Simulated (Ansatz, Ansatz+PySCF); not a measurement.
```yaml
atoms:
  - { symbol: Cr, position_ang: [-0.0019, 0.0077, -0.0604] }
  - { symbol: H, position_ang: [0.0038, -0.0092, 1.5947] }
```

Basis set: cc-pVTZ (spherical functions). Frozen core: 5 orbitals. Charge 0, multiplicity 6.

Computed with Ansatz (development build ahead of 0.2.0); each method stands on the lowest determinant of its kind that the runs found.

Question: Give the atomization energy at this shape (free ground-state atoms in the same class of orbitals less the molecule, no zero-point energy) of sextet CrH by UHF-MP2, UHF.

Answer:

```json
{"method": "UHF-MP2", "atomization energy": "1.20 eV"}
{"method": "UHF", "atomization energy": "1.04 eV"}
```

Caution: the shape is not the minimum.
